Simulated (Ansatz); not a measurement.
# H2S (singlet): wave-function methods side by side at distance S1–H3 = 2.165 Å, 6-31G

How much of the correlation energy of H2S (singlet) does each wave-function method recover here?

Computed with Ansatz 0.2.0, Gaussian basis. Level: 6-31G, core rule «outside noble gas», up to 5 orbitals frozen.

Plan: UHF; CCSD(T) on RHF; CCSD(T) on UHF; BCCD(T) on RHF; CISD; CCSDT(Q) on RHF; CCSDT(Q) on UHF; CISDTQ; CCSDTQ on RHF; CCSDTQ on UHF; CASSCF and MRCISD+Q, 2 electrons in 2 orbitals; CASSCF and NEVPT2, 2 electrons in 2 orbitals; CASSCF and MRCISD+Q, 8 electrons in 6 orbitals; CASSCF and NEVPT2, 8 electrons in 6 orbitals; Full CI.

14 further runs of the same task are left out: 9 that didn't finish, 5 set aside as unsound or not needed. Runs told in other sessions of the task aren't counted.

**1. The system**

The geometry derives from a PBE0/def2-TZVP stationary point (not a proven minimum). One bond is set to the value named and the two fragments are kept rigid.

3 atoms, charge 0, spin multiplicity 1.

Atoms are counted from 1 here; the program's logs count them from 0.

Bond lengths: S1–H2 1.341 Å.

**2. UHF**

The input, in.yaml:

```yaml
crystal:
  periodic: [false, false, false]
  atoms:
    - {symbol: S, position_ang: [0.000000, -0.071838, -0.017570]}
    - {symbol: H, position_ang: [0.000000, 0.857313, -0.984772]}
    - {symbol: H, position_ang: [0.000000, 1.428022, 1.543726]}
basis:
  gaussian: {orbitals: 6-31G}
magnetization: {spin_polarized: true, initial_magnetization: 0}
hamiltonian: {xc: hf}
output: {orbitals: {seedname: orbitals}}
```

The run is started by

```bash
$ ansatz run in.yaml --threads 1 --pin off --events-out ev --progress --plain --max-ram 2393MiB
```

The runs that follow: CCSD(T) on RHF; CCSD(T) on UHF; BCCD(T) on RHF; CISD; CCSDT(Q) on RHF; CCSDT(Q) on UHF; CISDTQ; CCSDTQ on RHF; CCSDTQ on UHF; CASSCF and MRCISD+Q, 2 electrons in 2 orbitals; CASSCF and NEVPT2, 2 electrons in 2 orbitals; CASSCF and MRCISD+Q, 8 electrons in 6 orbitals; CASSCF and NEVPT2, 8 electrons in 6 orbitals; Full CI.

**Question.** What will the summary of the whole plan be? Wanted: FCI from the RHF energy; RMP2 from FCI; UMP2 from FCI; RCCSD from FCI; RCCSD(T) from FCI; UCCSD(T) from FCI; RCCSDT(Q) from FCI; UCCSDT(Q) from FCI; NEVPT2 pair from FCI.

The runs gave:

```
                         quantity                                                                                                                                         value
          FCI from the RHF energy                                                                                                                                    -2.9756 eV
                    RMP2 from FCI                                                                                                                                    +889.4 meV
                    UMP2 from FCI                                                                                                                                   +1009.7 meV
                   RCCSD from FCI                                                                                                                                     +53.9 meV
                RCCSD(T) from FCI                                                                                                                                     +11.7 meV
                UCCSD(T) from FCI                                                                                                                                     +21.0 meV
               RCCSDT(Q) from FCI                                                                                                                                      +0.4 meV
               UCCSDT(Q) from FCI                                                                                                                                      +0.7 meV
             NEVPT2 pair from FCI                                                                                                                                    +312.2 meV
           MRCISD+Q pair from FCI                                                                                                                                      +2.0 meV
          NEVPT2 valence from FCI                                                                                                                                    +232.3 meV
levels within 1 kcal/mol (43 meV)  RCCSD(T), UCCSD(T), BCCD(T), RCCSDT, UCCSDT, CISDTQ, RCCSDT(Q), UCCSDT(Q), RCCSDTQ, UCCSDTQ, MRCISD+Q pair, MRCISD valence, MRCISD+Q valence
                    T1 diagnostic                                                                                                                                         0.017
   effectively unpaired electrons                                                                                                                                          0.32
```

**Reading.** RCCSD(T) misses by +11.7 meV, 0.4 % of the correlation energy. The occupations show static correlation (0.32 effectively unpaired electrons where one determinant has 0). Of the multireference levels listed MRCISD+Q pair comes nearest in total energy (+2.0 meV), which doesn't show that its space is the better one. These misses are within one basis, not against nature.
